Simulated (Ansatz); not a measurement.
Relaxation of C2H2NO (6 atoms, charge -1, multiplicity 1), to a largest force component of 0.015 eV/Å in at most 40 steps.

Computed with Ansatz, RKS PBE0-D4/def2-mTZVP.

```xyz
6
Properties=species:S:1:pos:R:3
N 0.513 -0.236 -1.716
C 0.064 -0.059 -0.519
C -0.752 0.185 0.390
O -0.847 0.006 1.792
H 1.080 0.560 -2.045
H -0.058 -0.455 2.098
```

Question: Where does it end, and by what steps?

Answer: The run converged. Limits of this set-up: an anion without diffuse functions, the dipole of an ion depends on the origin. After 11 steps the energy has fallen by 0.177 eV; H6 moved furthest, 0.25 Å.

| step | energy less start (eV) | largest force component (eV/Å) | accepted |
| --- | --- | --- | --- |
| 0 | 0.0000 | 2.576 | yes |
| 1 | -0.0938 | 0.764 | yes |
| 2 | -0.1311 | 0.824 | yes |
| 3 | -0.1548 | 0.579 | yes |
| 4 | -0.1682 | 0.518 | yes |
| 5 | -0.1731 | 0.355 | yes |
| 6 | -0.1317 | 1.014 | no |
| 7 | -0.1763 | 0.185 | yes |
| 8 | -0.1772 | 0.040 | yes |
| 9 | -0.1773 | 0.023 | yes |
| 10 | -0.1773 | 0.020 | yes |
| 11 | -0.1773 | 0.008 | yes |

```xyz
6
Properties=species:S:1:pos:R:3
N 0.561 -0.280 -1.620
C -0.101 -0.017 -0.553
C -0.940 0.212 0.385
O -0.766 -0.012 1.765
H 1.147 0.525 -1.876
H 0.099 -0.428 1.899
```

Whether the end is a true minimum wasn't checked by a vibrational analysis.

Run time: 27 s on 1 thread of Arm Neoverse V1, with other jobs on the host, peak memory 0.15 GiB.
